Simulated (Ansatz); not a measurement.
**CH₄Si (triplet): the correlation ladder, cc-pVDZ**

An exercise on one series of results from a longer session: the logs are not shown, and one member is left open.

Method: cc-pVDZ, core rule «outside noble gas», up to 6 orbitals frozen; program: Ansatz 0.2.0, Gaussian basis.

The runs, in order: UHF; CCSD(T) on ROHF; CCSD(T) on UHF; BCCD(T) on ROHF; CISD; CCSDT(Q) on ROHF; CCSDT(Q) on UHF; CASSCF and NEVPT2, 10 electrons in 10 orbitals.

19 further runs of the same task are left out: 6 that didn't finish, 13 set aside as unsound or not needed.

## The geometry

The geometry is a PBE0/def2-TZVP stationary point (not a proven minimum) of the parent state, kept for this charge and spin.

6 atoms, charge 0, spin multiplicity 3.

Atoms are counted from 1 here; the program's logs count them from 0.

Bond lengths: Si1–C2 1.868 Å, Si1–H3 1.493 Å, Si1–H4 1.491 Å, Si1–H5 1.491 Å, C2–H6 1.105 Å. Angles: C2–Si1–H3 123.0°, C2–Si1–H4 102.9°, C2–Si1–H5 102.9°, H3–Si1–H4 109.1°, H3–Si1–H5 109.1°, H4–Si1–H5 109.2°, Si1–C2–H6 114.3°.

Set-up of the first run:

Input file in.yaml:

```yaml
crystal:
  periodic: [false, false, false]
  atoms:
    - {symbol: Si, position_ang: [0.000000, 0.030650, 0.526970]}
    - {symbol: C, position_ang: [0.000000, -0.131335, -1.333717]}
    - {symbol: H, position_ang: [0.000000, 1.348427, 1.227799]}
    - {symbol: H, position_ang: [1.215343, -0.735078, 0.927610]}
    - {symbol: H, position_ang: [-1.215343, -0.735078, 0.927610]}
    - {symbol: H, position_ang: [0.000000, 0.832681, -1.873946]}
basis:
  gaussian: {orbitals: cc-pVDZ}
magnetization: {spin_polarized: true, initial_magnetization: 2}
hamiltonian: {xc: hf}
output: {orbitals: {seedname: orbitals}}
```

Run with:

```sh
$ ansatz run in.yaml --threads 1 --pin off --events-out ev --progress --plain --max-ram 2393MiB
```

Steps of the session up to this table: UHF; CCSD(T) on ROHF; CCSD(T) on UHF; BCCD(T) on ROHF; CISD; CCSDT(Q) on ROHF; CCSDT(Q) on UHF; CASSCF and NEVPT2, 10 electrons in 10 orbitals.

One of the session's tables, all rows but one given; the rest of the session is left out.

| method | from UCCSDT(Q) (kJ/mol) |
| --- | --- |
| ROHF | ? |
| UHF | +626.8 |
| RMP2 | +128.6 |
| UMP2 | +127.8 |
| CISD | +64.2 |
| RCCSD | +17.0 |
| UCCSD | +16.7 |
| RCCSD(T) | +3.4 |
| UCCSD(T) | +3.4 |
| BCCD(T) | +3.4 |
| RCCSDT | +0.7 |
| UCCSDT | +0.6 |
| RCCSDT(Q) | +0.1 |
| UCCSDT(Q) | 0 |

**Question.** Estimate the row for ROHF.

**Answer.** from UCCSDT(Q) (kJ/mol): +639.9. In the column «from UCCSDT(Q) (kJ/mol)» it is the highest.

Left out of the table: CASSCF frontier, NEVPT2 frontier (the active space lost an orbital or holds another state than full CI finds).

To keep in mind: Restricted and unrestricted rows rest on different reference determinants; where their highest levels disagree by more than a few hundredths of an eV, they describe different states and don't form one ladder. Warnings in the runs' records: passed over end.
